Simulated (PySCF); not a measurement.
**Choosing a basis for TDDFT**

Compound: C3H5NO.
Atom-mapped SMILES: `[CH3:1]/[N:2]=[CH:3]/[CH:4]=[O:5]` (hydrogens: H6, H7, H8 on C1; H9 on C3; H10 on C4)

Cartesian coordinates in Å at the PBE0-D3(BJ)/def2-SVP level; atoms count from 1:
```xyz
10
C3H5NO angstrom
C      1.6794   -0.0864    0.1769
N      0.4154   -0.3009   -0.4585
C     -0.6367    0.1476    0.0865
C     -1.9447   -0.0770   -0.5822
O     -2.9908    0.3131   -0.1337
H      2.3414    0.4547   -0.5191
H      1.6241    0.4706    1.1318
H      2.1610   -1.0621    0.3541
H     -0.6600    0.7080    1.0429
H     -1.8643   -0.6445   -1.5425
```

TDDFT with PBE0 (PySCF), vertical singlets, core orbitals frozen in the response, spherical d and f functions. Geometry: PBE0-D3(BJ)/def2-SVP, one conformer, isolated molecule.

Q: Compare 6-31G*, def2-SVP, def2-SVPD and def2-TZVP for this molecule.

A: 

```
    basis  functions  diffuse  S1 (eV)  S2 (eV)  S3 (eV)  S4 (eV)  S5 (eV)  LUMO (eV)  α (au)
   6-31G*         80       no     3.43     4.25     6.70     7.07     7.86      -1.91    42.4
 def2-SVP         95       no     3.38     4.20     6.67     6.97     7.77      -2.05    43.6
def2-SVPD        143      yes     3.41     4.18     6.51     6.71     7.48      -2.31    51.8
def2-TZVP        185       no     3.42     4.20     6.52     6.80     7.59      -2.22    49.6
```

States are compared by their number. Against the only diffuse basis here (def2-SVPD, itself not a converged limit), sets without diffuse functions differ by up to 0.03 eV in S1 and 0.38 eV in S5. State by state, the largest deviation of a set without diffuse functions is S1 0.03, S2 0.08, S3 0.19, S4 0.37, S5 0.38 eV. The same number needn't mean the same state in each row. Against def2-SVPD the polarisability deviates by -18% in 6-31G*, -16% in def2-SVP, -4% in def2-TZVP.
